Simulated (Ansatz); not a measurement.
C4H3FS can be A, `C=C1C=C(F)S1`, or B, `Fc1cccs1`.

Gas-phase electronic energies from Ansatz, PBE0-D4/def2-TZVP geometries. CCSD(T)/CBS adds triple-zeta CCSD(T) − MP2 to the extrapolated MP2 energy (def2 sets, frozen cores). DFT in def2-TZVPP. B3LYP here is the variant with VWN-RPA as its local correlation; programs differ in this.

Task: Which isomer does CCSD(T)/CBS put lower? Give the gap. (Estimate.)

Result: Computed: B, by 33.9 kcal/mol.

Task: Give E(B) − E(A) in kcal/mol with HF/def2-TZVPP, ωB97M-V, CCSD/def2-TZVPP, r2SCAN-D4, B3LYP, MP2/def2-TZVPP, PBE0-D4. (An estimate is asked.)

Result: The calculation gave: HF/def2-TZVPP -32.8, ωB97M-V -34.7, CCSD/def2-TZVPP -33.4, r2SCAN-D4 -35.4, B3LYP -33.3, MP2/def2-TZVPP -37.5, PBE0-D4 -34.9. None reverses the order clearly.

Largest T1 diagnostic: 0.014.

From PBE to PBE0 (25 % exact exchange), in def2-TZVPP and without D4, E(B) − E(A) moves by −1.9 kcal/mol. In def2-TZVPP, CCSD(T) changes the Hartree–Fock value by −0.9 kcal/mol (the triples alone add −0.3 kcal/mol) and MP2 by −4.7 kcal/mol.
